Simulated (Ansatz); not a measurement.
**NaC (quartet): the correlation ladder at distance C1–Na2 = 7.389 Å, cc-pVTZ**

One table from this session's results is given with a row withheld; the runs are named, their logs left out.

Computed with Ansatz 0.2.0, Gaussian basis. Level: cc-pVTZ, core rule «outside noble gas», up to 6 orbitals frozen.

Plan: UHF; CCSD(T) on ROHF; CCSD(T) on UHF; BCCD(T) on ROHF; CCSDT(Q) on ROHF; CCSDT(Q) on UHF; Full CI.

55 further runs of the same task are left out: 42 for a known fault of the program, 10 that didn't finish, 3 set aside as unsound or not needed. Runs told in other sessions of the task aren't counted.

## The system

The geometry derives from a PBE0/def2-TZVP stationary point (not a proven minimum). One bond is set to the value named and the two fragments are kept rigid.

2 atoms, charge 0, spin multiplicity 4.

Atoms are counted from 1 here; the program's logs count them from 0.

No contacts short enough for the rule that draws bonds.

Set-up of the first run:

Input file in.yaml:

```yaml
crystal:
  periodic: [false, false, false]
  atoms:
    - {symbol: C, position_ang: [0.000000, 0.000000, 0.000000]}
    - {symbol: Na, position_ang: [0.000000, 0.000000, 7.389000]}
basis:
  gaussian: {orbitals: cc-pVTZ}
magnetization: {spin_polarized: true, initial_magnetization: 3}
hamiltonian: {xc: hf}
output: {orbitals: {seedname: orbitals}}
```

Started as:

```
> ansatz run in.yaml --threads 1 --pin off --events-out ev --progress --plain --max-ram 2393MiB
```

Among the steps run: UHF; CCSD(T) on ROHF; CCSD(T) on UHF; BCCD(T) on ROHF; CCSDT(Q) on ROHF; CCSDT(Q) on UHF; Full CI.

One table of the session follows, with a row left open; its other results are not shown here.

| method | from FCI (kcal/mol) |
| --- | --- |
| ROHF | +59.30 |
| UHF | +56.22 |
| RMP2 | +14.32 |
| UMP2 | ? |
| RCCSD | +1.64 |
| UCCSD | +1.51 |
| RCCSD(T) | +0.30 |
| UCCSD(T) | +0.23 |
| BCCD(T) | +0.30 |
| RCCSDT | +0.01 |
| UCCSDT | -0.06 |
| RCCSDT(Q) | -0.01 |
| UCCSDT(Q) | -0.08 |
| FCI | 0 |

Estimate the missing values for UMP2.

The run gave: from FCI (kcal/mol): +14.21. In the column «from FCI (kcal/mol)» it lies between RCCSD (+1.64) and RMP2 (+14.32).

To keep in mind: UCCSDT, UCCSDT(Q) fall below full CI: unrestricted runs freeze a spin-polarised core, another one than full CI's, and coupled cluster isn't variational. Levels on UHF freeze UHF's core orbitals, full CI those of ROHF, so the U rows can settle a little off it for that reason alone. Restricted and unrestricted rows rest on different reference determinants; a gap between their highest levels can come from leftover correlation error, from unlike frozen cores or from another state.
